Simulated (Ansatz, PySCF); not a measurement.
**Smallest direct gap on the k points sampled of zinc-blende AlP at several levels of theory**

No measured value is used here.

```
level (code)            value (eV)
---------------------  -----------
LDA (Ansatz)                  3.09
PBE (Ansatz)                  3.29
PBE0 (Ansatz)                 4.90
Hartree–Fock (Ansatz)        10.55
G0W0@PBE0 (PySCF)      4.76 ± 0.10
```

At these levels the smallest gap is indirect and lower: LDA 1.45, PBE 1.59, PBE0 2.94, Hartree–Fock 7.82, G0W0@PBE0 2.98 eV. Computed values are for a static lattice.  A ± on a computed value is a rough bar: the spread of its extrapolation, a floor set from checks against published values, or a statistical error. Values are at the measured cell. Cutoffs and k meshes differ between the levels. Ansatz's density-functional and Hartree–Fock values are scalar-relativistic unless marked +SOC, with PAW data made under PBE.

Ansatz is an electronic-structure program.
